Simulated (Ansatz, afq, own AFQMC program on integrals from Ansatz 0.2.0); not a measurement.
C2H5GeO2, doublet: AFQMC among the cluster methods

```yaml
atoms:
  - { symbol: C, position_ang: [-0.0888, -1.5982, 1.2216] }
  - { symbol: C, position_ang: [-0.3149, -0.5906, 0.1334] }
  - { symbol: O, position_ang: [-1.1391, -0.6976, -0.7476] }
  - { symbol: O, position_ang: [0.4880, 0.4637, 0.2154] }
  - { symbol: Ge, position_ang: [0.2396, 1.6550, -1.1775] }
  - { symbol: H, position_ang: [-0.7940, -2.4300, 1.1156] }
  - { symbol: H, position_ang: [0.9455, -1.9692, 1.1724] }
  - { symbol: H, position_ang: [-0.2118, -1.1160, 2.2022] }
  - { symbol: H, position_ang: [1.2168, 2.7801, -0.7487] }
  - { symbol: H, position_ang: [0.6926, 0.9470, -2.4759] }
```

Basis def2-SVP. Only valence electrons are correlated. AFQMC by an in-house program on the Cholesky factors that Ansatz 0.2.0 writes for its CCSD(T) run. The CISD trial takes its coefficients from CCSD amplitudes. Released means that phaseless walkers are propagated on without the constraint, phases kept. ± is one standard error of the sampling. No spin–orbit coupling.

Determinant: UHF, the one that the program's search chose, which needn't be the lowest solution. The geometry is a PBE0/def2-SVP stationary point of this or a neighbouring charge and spin state.

No full CI on the walks' own integrals is used here. The released AFQMC energy serves as the reference, which it does only where one determinant dominates, the energy is flat over the last release times and near the phaseless one (40 meV or 2 meV an electron, half that with transition metals). On small molecules, where full CI could be run and the noise was under 10 meV, such values lay within 10 meV of it in 19 cases of 20, a flattering rate, since the rule was set on those same cases; what remains of the bias isn't in the error bar.

Cautions: no relativity below Rb; no spin-orbit coupling; inner d shell frozen; the released value is read at 0.60 1/Eh with a noise of 22 meV, more than in the cases checked (meV from the phaseless value at times in 1/Eh: -26 ± 14 at 0.20, -41 ± 18 at 0.40, -27 ± 22 at 0.60).

The T1 diagnostic is 0.0171. The weight of the determinant in the CISD state is 0.782. The ⟨S²⟩ of the determinant is 0.753. The size of the correlated space is 29 electrons in 95 orbitals.

Reference: AFQMC with the constraint released, correlation energy -21.169 ± 0.022 eV.

| level | E − E(reference) (kJ/mol) | share of correlation (%) |
| --- | --- | --- |
| HF | 2042.5 ± 2.1 | 0.00 |
| MP2 | 171.8 ± 2.1 | 91.59 |
| CCSD | 71.9 ± 2.1 | 96.48 |
| CCSD(T) | 10.1 ± 2.1 | 99.50 |
| ph-AFQMC/CISD | 2.7 ± 2.7 | 99.87 |

Released energies are given only where the last usable release times agree within the noise; a slower fall can still hide under it.
